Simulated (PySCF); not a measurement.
Isomers of H6OSi2. The calculation used PySCF, PBE0-D3(BJ)/def2-SVP geometry optimisation, gas phase. Energies are electronic, without zero-point or thermal terms, for one conformer each. No frequencies were run at this level. Point groups hold within 0.08 Å.

Question: Order them by energy at this level, lowest first, and give relative energies in kcal/mol.
A. `[OH:1][SiH2:2][SiH3:3]` with H–O1–Si2–Si3 -58°
B. `[SiH3]O[SiH3]`

Answer: B (0.0), A (20.6).

As drawn, the higher has an O–H bond and an Si–Si bond, which the lower lacks.

```json
{"SMILES": "[SiH3]O[SiH3]", "E (Eh)": "-657.30086", "E rel (kcal/mol)": "0.0", "dipole (D)": "0.42", "point group": "–", "A, B, C (MHz)": "34410, 2921, 2875"}
{"SMILES": "O[SiH2][SiH3]", "E (Eh)": "-657.26802", "E rel (kcal/mol)": "20.6", "dipole (D)": "1.21", "point group": "–", "A, B, C (MHz)": "15158, 3297, 2908"}
```

How do the relative energies change in single points at PBE0/pcSseg-1 (no added dispersion term) on the same geometries?

```
       SMILES  PBE0-D3(BJ)/def2-SVP (kcal/mol)  PBE0/pcSseg-1 (kcal/mol)  shift
[SiH3]O[SiH3]                              0.0                       0.0    0.0
O[SiH2][SiH3]                             20.6                      20.3   -0.3
```

Each column counts from its own lowest isomer. The order is unchanged; the largest shift is 0.3 kcal/mol.
